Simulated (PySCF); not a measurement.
**How good is the calculation?**

Atoms are numbered as in `[F:1][CH2:2][F:3]`; H(Xn) means a hydrogen on atom n.

No relativistic terms, one computed conformer, no solvent, one averaged value for each set of equivalent atoms. NMR shieldings at PBE0/pcSseg-1/GIAO; GFN2-xTB geometry; PySCF.

Reference values: measured (G. Saielli, R. Bini, A. Bagno, Computational 19F NMR. 2. Organic compounds, RSC Adv. 2014, ESI (exp. from Berger-Braun-Kalinowski 1994 and Everett 1995)).
| atoms | quantity | reference | computed | computed, scaled |
| --- | --- | --- | --- | --- |
| F1/F3 | δ ¹⁹F vs CFCl3 | -143.4 | -157.4 | -139.6 |

Reference values: measured (gas or nonpolar solvent (not told per row); T. W. Keal, PhD thesis, Durham 2005).
| atoms | quantity | reference | computed |
| --- | --- | --- | --- |
| C2 | δ ¹³C vs CH4 | 117.6 | 119.1 |

Reference values: measured (gas, 300 K; M. E. Harding, PhD thesis, Mainz 2008 (Harding, Lenhart, Auer, Gauss, JCP 2008, 128, 244111)).
```tsv
atoms	quantity	reference	computed
F1/F3	σ ¹⁹F	338.7	328.4
```

Reference values: measured (gas, zero density; Jackowski, Slowinski, Molecules 2023, 28, 1499).
```
atoms  quantity  reference  computed
   C2     σ ¹³C       77.7      73.3
F1/F3     σ ¹⁹F      338.9     328.4
H(C2)      σ ¹H      25.33     25.67
```

Reference values: CCSD(T)/13s9p4d3f + vibration and temperature (MP2) (gas, 300 K; M. E. Harding, PhD thesis, Mainz 2008 (Harding, Lenhart, Auer, Gauss, JCP 2008, 128, 244111)).
```json
{"atoms": "F1/F3", "quantity": "σ ¹⁹F", "reference": "340.7", "computed": "328.4"}
```

Reference values: CCSD(T)/13s9p4d3f (gas (isolated, no vibration); M. E. Harding, PhD thesis, Mainz 2008 (Harding, Lenhart, Auer, Gauss, JCP 2008, 128, 244111)).
```json
{"atoms": "F1/F3", "quantity": "σ ¹⁹F", "reference": "350.7", "computed": "328.4"}
```

Absolute shieldings are compared as such; zero-point and thermal motion, absent here, lowers them by some tenths of a ppm for H, a few ppm for C and up to about 10 ppm for F.

Computed shifts are σ(ref) − σ with the named reference compound (TMS for H and C) calculated as an isolated molecule at the same level. The measured values may be among those fitted. Scaled to experiment by linear calibration (H and C: mostly CDCl3 data, vs TMS): ¹³C: δ = 180.61 − 0.978σ (rms 2.1 ppm, 210 shifts, 2.3 ppm with the 2 outliers that the fit left out); ¹⁹F: δ = 165.05 − 0.977σ +16.0 on sp3 carbon (rms 1.8 ppm, 16 shifts, 7.9 ppm with the 4 outliers that the fit left out vs CFCl3, solution or neat liquid). Occasional misses reach two or three times the rms, and more in compound classes unlike the fitted ones.

How far are the unscaled ¹⁹F shieldings from the references?

## Answers

Mean signed difference -13.85 ppm, mean absolute 13.85 ppm over 4 comparisons; the largest is -22.3 ppm at F1/F3 (fluorine of a CF2 group).

8 of the 11 published NMR values on file for this molecule are compared. The rest: other calculations.
